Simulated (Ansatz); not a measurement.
C$_{2}$H$_{2}$O, SMILES `C=C=O` at its PBE0-D4/def2-TZVP geometry, where that method's forces vanish. Charge 0, multiplicity 1.

```xyz
5

C     0.4962    0.1843   -0.1151
C    -0.7011   -0.2604    0.1627
O    -1.7602   -0.6537    0.4085
H     0.7265    1.2266    0.0475
H     1.2386   -0.4967   -0.5036
```

What forces (eV/Å) does ωB97M-V/def2-TZVPP give on these atoms in Ansatz 0.2.0? (Estimate.)

The calculation gave: 
```
C1   0.227  0.084 -0.053
C2  -0.045 -0.017  0.010
O3  -0.050 -0.019  0.012
H4  -0.046 -0.090 -0.006
H5  -0.086  0.041  0.036
```
